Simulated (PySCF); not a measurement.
SMILES O=S=O (O2S) (PBE0/def2-SVP optimised geometry):

```
3

O      1.075    -0.639     0.000
S     -0.379    -0.639     0.000
O     -1.075     0.639     0.000
```

Method: PySCF 2.14.0 with PBE0/def2-TZVP.

### Question
What are the frontier orbital energies and the dipole moment?

### Answer
HOMO-2 -10.64 eV, HOMO-1 -10.28 eV, HOMO -9.55 eV, LUMO -3.56 eV, LUMO+1 1.14 eV; dipole moment 1.77 D.

On the same geometry PBE/def2-TZVP run with PySCF 2.14.0 gives HOMO-2 -9.21 eV, HOMO-1 -8.54 eV, HOMO -7.93 eV, LUMO -4.44 eV, LUMO+1 0.03 eV; dipole moment 1.61 D.

Meta-Löwdin charges at PBE0/def2-TZVP: O1 -0.65, S2 1.31, O3 -0.65.
